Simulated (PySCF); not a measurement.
# Partial charges of `FC(F)Cl`

CHClF₂.
SMILES with atom numbers: `[F:1][CH:2]([F:3])[Cl:4]` (hydrogens: H5 on C2)

Geometry (GFN2-xTB, Å), atoms numbered from 1 in this order:
```xyz
5
CHClF2 angstrom
F     -0.4995    1.1270   -0.5453
C     -0.0919    0.0078    0.0561
F     -0.6764   -1.0175   -0.5664
Cl     1.6756   -0.1375   -0.0735
H     -0.3992    0.0230    1.1119
```

Density: PBE0/pcSseg-1 (PySCF); schemes: Mulliken, IAO, Hirshfeld and ESP-fitted. Isolated species at its GFN2-xTB geometry, gas phase.

**Question.** What partial charge does each atom carry?

**Answer.** In e:

| atom | environment | Mulliken | IAO | Hirshfeld | ESP-fitted |
| --- | --- | --- | --- | --- | --- |
| F1 | fluorine of a CF2 group | -0.255 | -0.268 | -0.088 | -0.092 |
| C2 | CHF2 carbon | +0.498 | +0.441 | +0.177 | +0.065 |
| F3 | fluorine of a CF2 group | -0.255 | -0.268 | -0.088 | -0.091 |
| Cl4 | chlorine on a fluorinated carbon | -0.129 | -0.071 | -0.064 | -0.074 |
| H5 | methine hydrogen | +0.141 | +0.167 | +0.063 | +0.192 |

Mean size of the charges over all atoms: Mulliken 0.256 e, IAO 0.243 e, ESP-fitted 0.103 e, Hirshfeld 0.096 e. Each set sums to the total charge, 0, to within 0.001 e. The Mulliken scheme gives each basis function's population to the atom it is centred on and halves the overlap population of two atoms between them.

Lowest charge. All schemes pick atoms of one kind: Mulliken F1 and F3 (-0.255); IAO F1 and F3 (-0.268); Hirshfeld F1 and F3 (-0.088); ESP-fitted F1 (-0.092).

Highest charge. The schemes don't all agree: Mulliken C2 (+0.498); IAO C2 (+0.441); Hirshfeld C2 (+0.177); ESP-fitted H5 (+0.192).

**Question.** Sum the charges by element, for elements with more than one atom.

**Answer.** 
| element | atoms | Mulliken | IAO | Hirshfeld | ESP-fitted |
| --- | --- | --- | --- | --- | --- |
| F | 2 | -0.510 | -0.536 | -0.177 | -0.184 |

**Question.** How many electrons does the ESP-fitted scheme count on F1?

**Answer.** Z − q = 9 − (-0.092) = 9.092.
